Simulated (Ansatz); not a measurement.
Reaction (SMILES): FF (F2) → 2 F atom
B3LYP-D3(BJ)/def2-TZVP geometries, fixed; electronic energies without zero-point terms.

Basis-set convergence of the atomisation energy at CCSD(T) with Ansatz (a first-principles code). Cartesian d functions, on some or all atoms, in 6-31G**; all else is spherical. Cores are frozen. A restricted Hartree-Fock determinant is unstable towards unrestricted orbitals. Open shells are unrestricted. No added dispersion term, no relativity. Functions are those of the species that has most. Reference: Hartree-Fock in aug-cc-pVQZ plus the correlation part extrapolated as X^-3 from aug-cc-pVTZ and aug-cc-pVQZ, 38.52 kcal/mol, itself unsure by roughly 0.38 kcal/mol (a third of the extrapolation step and of the last Hartree-Fock step). Deviations are taken from unrounded values.

| basis | functions | atomisation energy (kcal/mol) | minus reference (kcal/mol) |
|---|---|---|---|
| 3-21G | 18 | 30.88 | -7.65 |
| 6-31G** | 30 | 32.87 | -5.66 |
| 6-311G** | 36 | 26.23 | -12.29 |
| aug-cc-pVDZ | 46 | 28.96 | -9.56 |
| aug-pcseg-1 | 46 | 28.73 | -9.79 |
| def2-SVPD | 46 | 28.14 | -10.38 |
| pcseg-2 | 60 | 35.20 | -3.32 |
| def2-TZVPP | 62 | 34.56 | -3.96 |
| 6-311++G(3df,3pd) | 78 | 34.03 | -4.49 |
| jun-cc-pV(T+d)Z | 78 | 34.90 | -3.63 |
| aug-pcseg-2 | 92 | 36.36 | -2.16 |
| cc-pVQZ | 110 | 36.54 | -1.98 |
| aug-pcseg-3 | 170 | 37.93 | -0.59 |
